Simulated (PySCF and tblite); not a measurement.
Results of a calculation; reference values are marked as such.
## Conformers and averaged properties: C₄H₆O, numbered as in [CH:1]#[C:2][O:3][CH2:4][CH3:5]

Conformers came from 90 starts (ETKDG and KDG, MMFF94s, GFN2-xTB); geometries are PBE0-D3(BJ)/def2-SVP. Free energies are CAM-B3LYP-D3(BJ)/def2-TZVP (IEF-PCM, chloroform) single points with GFN2-xTB rigid-rotor and vibrational terms (modes under about 100 cm⁻¹ blended into free rotors). Symmetry numbers and mirror images are counted. Conformers within 3 kcal/mol (GFN2-xTB free energy) were kept, 8 at most. GIAO shieldings: PBE0/pcSseg-1 (IEF-PCM, chloroform). Couplings: B3LYP/pcJ-1 (gas phase; spin-dipole term only for pairs with B, N, F, Si or P). Couplings are for ¹³C, ¹H, ¹⁷O. Shifts are against TMS (¹H), TMS (¹³C) at the same level. Programs: PySCF with density fitting and tblite.

Torsions listed: C2–O3–C4–C5. Of a mirror pair one member is shown.

| conformer | shape | symmetry | E(GFN2) kcal/mol | E(DFT) kcal/mol | G(298.15 K) kcal/mol | weight % | dipole D |
| --- | --- | --- | --- | --- | --- | --- | --- |
| 1 | 180° | Cs | 0.96 | 0.00 | 0.00 | 52.6 | 2.53 |
| 2 | -70° | C1 (pair) | 0.00 | 0.26 | 0.06 | 47.4 | 2.57 |

Weights (%) against temperature:

```csv
T (K),1,2,S(mix) cal/mol/K
180,64.0,36.0,1.79
230,57.9,42.1,1.93
298.15,52.6,47.4,2.03
330,50.8,49.2,2.06
400,47.8,52.2,2.10
```

Averaged shifts at 298.15 K. ¹H: 3.93 (H4, 2H), 1.62 (H1, 1H), 1.36 (H5, 3H) ppm. ¹³C: 94.2 (C2), 75.0 (C4), 29.0 (C1), 16.0 (C5) ppm.

Averaged couplings (Hz): ¹J(C1,C2) 254.3, ²J(C1,O3) -3.8, ¹J(C1,H1) 293.7, ¹J(C2,O3) 17.2, ²J(H1,C2) 64.5, ³J(C2,H4) 3.9, ¹J(O3,C4) 23.6, ²J(O3,C5) -5.6, ³J(H1,O3) 0.0, ²J(O3,H4) -5.7, ³J(O3,H5) -6.2, ¹J(C4,C5) 40.9, ⁴J(H1,C4) -2.4, ¹J(C4,H4) 152.3, ²J(C4,H5) -3.4, ²J(H4,C5) -1.6, ¹J(C5,H5) 134.4, ²J(H4,H4) -11.3, ³J(H4,H5) 8.0, ²J(H5,H5) -14.3.

Coordinates of conformer 1 (Å):

```xyz
11

C     2.946    0.220    0.254
C     1.807    0.330   -0.145
O     0.601    0.466   -0.583
C    -0.374   -0.446   -0.055
C    -1.702   -0.123   -0.685
H     3.957    0.135    0.599
H    -0.052   -1.476   -0.282
H    -0.403   -0.332    1.042
H    -1.655   -0.242   -1.778
H    -1.996    0.913   -0.461
H    -2.478   -0.797   -0.294
```

Coordinates of conformer 2 (Å):

```xyz
11

C     2.559    0.086   -0.188
C     1.474    0.352   -0.655
O     0.328    0.642   -1.176
C    -0.795    0.650   -0.279
C    -1.158   -0.737    0.190
H     3.527   -0.142    0.213
H    -0.560    1.316    0.569
H    -1.606    1.107   -0.863
H    -1.405   -1.387   -0.663
H    -2.032   -0.691    0.857
H    -0.326   -1.193    0.746
```

Shifts are unscaled: against experiment ¹³C can be off by 15 ppm or more and ¹H by 0.8 ppm.

Search and properties took 65 s on 1 thread of Intel Xeon Platinum 8559C, shared host (rough), launched as `OMP_NUM_THREADS=1 python ens_run.py task.json out`.
